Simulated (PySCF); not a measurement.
Isomers of C3H5ClO, one GFN2-xTB conformer each. Single-point energies are computed at PBE0/pcSseg-1 (PySCF, gas phase, no added dispersion term), electronic only.

Problem. Rank them by PBE0/pcSseg-1 energy, lowest first (kJ/mol).
A. `[CH3:1][O:2]/[CH:3]=[CH:4]\[Cl:5]` with C1–O2–C3–C4 0°
B. `[Cl:1][CH2:2][C@@H:3]1[CH2:4][O:5]1` with Cl1–C2–C3–C4 -86°
C. `[CH3:1][CH2:2][C:3](=[O:4])[Cl:5]` with C1–C2–C3–O4 0°
D. `[O:1]=[CH:2][CH2:3][CH2:4][Cl:5]` with O1–C2–C3–C4 0°, C2–C3–C4–Cl5 180° (3-chloropropanal)

Solution. C (0.0), D (60.0), B (150.9), A (158.7).

As drawn, the lowest has a C=O bond, which the highest lacks; the highest has a C=C bond outside aromatic rings, which the lowest lacks. Neighbours under 10 kJ/mol apart (ClC[C@@H]1CO1 and CO/C=C\Cl) can change places with a better method, another conformer or zero-point energy. GFN2-xTB itself gives, in the same order: 0.0, 71.7, 84.5, 97.5. Both levels put the same isomer lowest; measured from each level's own lowest isomer, the values differ by up to 66.4 kJ/mol (ClC[C@@H]1CO1: 84.5 against 150.9).

Problem. Which frontier levels, dipoles and rotational constants go with these structures?

Solution. 
```csv
SMILES,"HOMO (eV, PBE0/pcSseg-1)",LUMO (eV),dipole (D),"A, B, C (MHz)"
CCC(=O)Cl,-8.59,-0.97,2.95,"8892, 2431, 1955"
O=CCCCl,-7.78,-0.94,1.96,"16605, 1637, 1518"
ClC[C@@H]1CO1,-8.15,0.68,0.42,"12910, 2090, 1931"
CO/C=C\Cl,-6.63,0.57,0.71,"7517, 2802, 2068"
```

Problem. As an exercise, what shares would exp(−E/RT) give at 2000 K from these electronic energies alone (no entropy, no degeneracies)?

Solution. RT = 16.629 kJ/mol: CCC(=O)Cl 97.3 %, O=CCCCl 2.6 %, ClC[C@@H]1CO1 under 0.1 %, CO/C=C\Cl under 0.1 %.
